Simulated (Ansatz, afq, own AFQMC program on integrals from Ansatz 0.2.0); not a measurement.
AFQMC on a folder of integrals that Ansatz 0.2.0 wrote.

```yaml
crystal:
  periodic: [false, false, false]
  atoms:
    - {symbol: H, position_ang: [-1.802894, 0.049803, 0.000000]}
    - {symbol: H, position_ang: [-0.964894, 0.049803, 0.000000]}
    - {symbol: O, position_ang: [0.149106, 0.049803, 0.000000]}
    - {symbol: H, position_ang: [0.400965, -0.890147, 0.000000]}
basis:
  gaussian: {orbitals: cc-pVTZ}
magnetization: {spin_polarized: true, initial_magnetization: 1}
correlation: {method: ccsd_t, electrons: outside_noble_gas, hamiltonian_folder: ham}
```

```sh
$ ansatz run in.yaml --threads 1 --pin off --events-out ev --progress --plain --max-ram 16896MiB --backend cuda --devices 0, --max-vram 18GiB
```

Options of the walk:

```
--method phaseless --trial hf --walkers 3100 --populations 20 --least-time 40 --time-step 0.005 --steps-per-block 20 --equilibration-blocks 112 --max-blocks 4000 --target-error 0.0009000 --factor-cut 1e-05 --start spin_pure --seed 692 --taylor-order 6
```

Times are imaginary, in 1/Eh. The walk had a cap of 97 s. With eight or more populations the least sampling time is a fifth of least-time, and the error comes from their spread.

afq prints:

```
orbitals 71  electrons 5 4  factors 410 of 410
reference energy -76.50879325 Eh
CCSD correlation -0.28161860 Eh in 12 cycles, weight of the determinant in the CISD state 0.9222
energy of the start -76.509797 Eh
 block  time / (1/Eh)  mean weight  energy / Eh
     1     0.100  1.0017  -76.620730
     2     0.200  1.0031  -76.678600
     3     0.300  1.0023  -76.709694
     4     0.400  1.0022  -76.736196
     5     0.500  1.0015  -76.750244
    10     1.000  1.0006  -76.791197
    31     3.100  1.0003  -76.800651
    56     5.600  0.9998  -76.796637
    81     8.100  1.0003  -76.796434
   106    10.600  0.9993  -76.803350
   111    11.100  0.9999  -76.790602
   126    12.600  1.0003  -76.808707
   131    13.100  1.0001  -76.795925
   156    15.600  0.9999  -76.798097
   181    18.100  0.9998  -76.799967
   206    20.600  1.0001  -76.794567
   211    21.100  0.9993  -76.791380
error from the spread of 20 populations
energy -76.797670 +/- 0.000782 Eh
(rows thinned)
```

The run passed its tests (sampling time, drift between the halves within three errors, error under three times the target), which doesn't prove that it has relaxed.

Against this walk (error 21.3 meV) on the same determinant: CCSD(T) 35.4 meV lower (within the noise), CCSDT(Q) 55.8 meV lower, a separate phaseless walk with a CISD trial and standard settings 38.2 ± 21.5 meV lower (within the noise). The error is statistical and leaves out the bias of the constraint.

Cautions: constraint bias not in the error.

The walk took 49 s on 1 × NVIDIA H100 80GB HBM3 with 2 threads of AMD EPYC 7R13 Processor (Zen 3), with other jobs on the host (the card was shared). The log's last line is the phaseless energy.

CCSDT and higher add their correlation energy to the determinant of the CCSD(T) run, since their own runs factorise the integrals more tightly (a shift of under 2 meV). A walk keeps the symmetry of its determinant, which the program's search chose and which needn't be the lowest solution, so a lower state of the same spin and another symmetry isn't excluded.
